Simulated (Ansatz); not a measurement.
The reference is TiC in the rock salt structure (space group Fm-3m, No. 225; a = 4.3327 Å).

Levels (all Ansatz, a quantum-chemistry and plane-wave program, PAW, earlier PAW set): PBE (420 eV, no SOC); r2SCAN (500 eV, scalar-relativistic without spin-orbit coupling).

Levels that relaxed their own cell: PBE and r2SCAN.

```json
[
 {"level": "PBE", "lattice parameter a": "4.333 Å"},
 {"level": "r2SCAN", "lattice parameter a": "4.329 Å"}
]
```

Measured: lattice parameter a 4.33 Å (temperature not stated; as listed in Guo-Xu Zhang et al., New Journal of Physics (2018)).

Computed minus measured — lattice parameter a: PBE +0.1 %, r2SCAN -0.0 %. Measured values not marked as corrected hold thermal and zero-point effects that the static-lattice runs lack.

Stability against distortions was not tested. The final runs are not spin-polarised.
